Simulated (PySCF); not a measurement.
disulfur (S₂), SMILES S=S (connectivity only; charge and spin as stated), neutral, multiplicity 3. Atoms are numbered in the order given.

```xyz
2

S      0.0000     0.0000    -0.9553
S      0.0000     0.0000     0.9553
```
Charge 0, spin multiplicity 3.

The structure is a stationary point at PBE-D3(BJ)/def2-TZVPD.

Level of theory: PBE-D3(BJ)/def2-TZVPD (PySCF 2.14.0).

Frequencies are harmonic and unscaled.

Computed vibrational spectrum:
```tsv
mode	ν (cm⁻¹)	IR (km/mol)	moving atoms (share of kinetic energy)
1	702	0.0	S 100 %
```
